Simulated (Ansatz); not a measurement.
Reaction (SMILES): C#N (CH-N) → N#[C] (C-N) + H atom
B3LYP-D3(BJ)/def2-TZVP geometries, fixed; electronic energies without zero-point terms.

Basis-set convergence of the bond dissociation energy at MP2 with Ansatz (a program for electronic structure). Cartesian d functions, on some or all atoms, in 6-31G*, 6-31+G*; all else is spherical. Cores are frozen. The T1 diagnostic of CCSD is high for at least one species. An unrestricted Hartree-Fock determinant is markedly spin-contaminated. Open shells are unrestricted. No added dispersion term, no relativity. Functions are those of the species that has most. Reference: Hartree-Fock in aug-cc-pVQZ plus the correlation part extrapolated as X^-3 from aug-cc-pVTZ and aug-cc-pVQZ, 154.63 kcal/mol, itself unsure by roughly 0.46 kcal/mol (a third of the extrapolation step and of the last Hartree-Fock step). Deviations are taken from unrounded values.

```json
[
 {"basis": "6-31G*", "functions": "32", "bond dissociation energy (kcal/mol)": "142.35"},
 {"basis": "6-31+G*", "functions": "40", "bond dissociation energy (kcal/mol)": "142.32"},
 {"basis": "cc-pVDZ", "functions": "33", "bond dissociation energy (kcal/mol)": "144.38"},
 {"basis": "aug-cc-pVDZ", "functions": "55", "bond dissociation energy (kcal/mol)": "145.37"},
 {"basis": "def2-SVP", "functions": "33", "bond dissociation energy (kcal/mol)": "147.14"},
 {"basis": "def2-SVPD", "functions": "48", "bond dissociation energy (kcal/mol)": "148.34"},
 {"basis": "pcseg-1", "functions": "33", "bond dissociation energy (kcal/mol)": "145.00"},
 {"basis": "aug-pcseg-1", "functions": "55", "bond dissociation energy (kcal/mol)": "145.89"},
 {"basis": "6-311G**", "functions": "42", "bond dissociation energy (kcal/mol)": "148.08"},
 {"basis": "6-311+G**", "functions": "50", "bond dissociation energy (kcal/mol)": "148.04"},
 {"basis": "def2-TZVP", "functions": "68", "bond dissociation energy (kcal/mol)": "149.87"},
 {"basis": "def2-TZVPD", "functions": "83", "bond dissociation energy (kcal/mol)": "150.03"},
 {"basis": "cc-pVTZ", "functions": "74", "bond dissociation energy (kcal/mol)": "151.37"},
 {"basis": "aug-cc-pVTZ", "functions": "115", "bond dissociation energy (kcal/mol)": "151.92"},
 {"basis": "pcseg-2", "functions": "74", "bond dissociation energy (kcal/mol)": "151.25"},
 {"basis": "aug-pcseg-2", "functions": "115", "bond dissociation energy (kcal/mol)": "151.54"},
 {"basis": "def2-TZVPP", "functions": "76", "bond dissociation energy (kcal/mol)": "151.43"},
 {"basis": "def2-TZVPPD", "functions": "91", "bond dissociation energy (kcal/mol)": "151.54"},
 {"basis": "cc-pVQZ", "functions": "140", "bond dissociation energy (kcal/mol)": "153.18"},
 {"basis": "aug-cc-pVQZ", "functions": "206", "bond dissociation energy (kcal/mol)": "153.41"},
 {"basis": "def2-QZVPP", "functions": "144", "bond dissociation energy (kcal/mol)": "153.26"},
 {"basis": "def2-QZVPPD", "functions": "159", "bond dissociation energy (kcal/mol)": "153.24"},
 {"basis": "pcseg-3", "functions": "153", "bond dissociation energy (kcal/mol)": "153.23"},
 {"basis": "aug-pcseg-3", "functions": "219", "bond dissociation energy (kcal/mol)": "153.37"}
]
```

What the diffuse functions change, pair by pair:
- 6-31G* to 6-31+G*: 8 more functions, deviation -12.28 to -12.31 kcal/mol
- cc-pVDZ to aug-cc-pVDZ: 22 more functions, deviation -10.25 to -9.26 kcal/mol
- def2-SVP to def2-SVPD: 15 more functions, deviation -7.49 to -6.29 kcal/mol
- pcseg-1 to aug-pcseg-1: 22 more functions, deviation -9.63 to -8.74 kcal/mol
- 6-311G** to 6-311+G**: 8 more functions, deviation -6.55 to -6.59 kcal/mol
- def2-TZVP to def2-TZVPD: 15 more functions, deviation -4.76 to -4.60 kcal/mol
- cc-pVTZ to aug-cc-pVTZ: 41 more functions, deviation -3.26 to -2.71 kcal/mol
- pcseg-2 to aug-pcseg-2: 41 more functions, deviation -3.38 to -3.09 kcal/mol
- def2-TZVPP to def2-TZVPPD: 15 more functions, deviation -3.20 to -3.09 kcal/mol
- cc-pVQZ to aug-cc-pVQZ: 66 more functions, deviation -1.45 to -1.22 kcal/mol
- def2-QZVPP to def2-QZVPPD: 15 more functions, deviation -1.37 to -1.39 kcal/mol
- pcseg-3 to aug-pcseg-3: 66 more functions, deviation -1.40 to -1.26 kcal/mol

Leaving out the reference's own pair, they bring the value nearer the reference by more than 0.46 kcal/mol in 4 of 11 pairs.
